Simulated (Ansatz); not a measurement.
Born–Oppenheimer molecular dynamics of CH4AlO (7 atoms, charge 0, multiplicity 2). It starts at the highest image of a converged band. Of that band: Beside the main top the profile has a ripple of under 15 meV (maxima at images 3, 7), which may be a very shallow well or noise. A vibrational analysis at the climbing image gives one clearly imaginary mode, 1137i cm⁻¹: a first-order saddle point.

Method: UKS PBE/def2-SVPD (Ansatz 0.2.0).

```json
{
 "ensemble": "NVE (velocity Verlet)",
 "time step": "0.5 fs",
 "steps asked": "200",
 "starting velocities drawn for": "300 K",
 "seed": "10784"
}
```

First frame:

```xyz
7
Properties=species:S:1:pos:R:3
C -0.502 0.595 0.062
O 0.056 -0.709 -0.128
Al 1.565 -1.572 -1.005
H -0.653 1.073 -0.927
H 0.182 1.229 0.663
H -1.476 0.514 0.582
H 0.889 -1.199 0.708
```

Question: How far do the bonds stretch over the last three quarters of this one trajectory? (Pairs bonded in most of those frames.)

Answer: 
```
 bond  mean (Å)  spread (Å)  shortest  longest
C1–O2     1.443       0.030      1.40     1.49
C1–H4     1.111       0.010      1.09     1.14
C1–H5     1.110       0.023      1.07     1.15
C1–H6     1.111       0.014      1.09     1.14
O2–H7     0.988       0.024      0.95     1.03
```

Mean temperature of the second half: 408 K. The conserved energy stayed within 0.13 meV per atom of its start (net change 0.1 meV per atom), so the integration is sound. The system heated up, since it started high on the potential surface and ran downhill. A run of 0.1 ps of so small a system gives no equilibrium averages.

The run took 11 min on 2 threads of Arm Neoverse V1, on a shared host, peak memory 0.21 GiB.
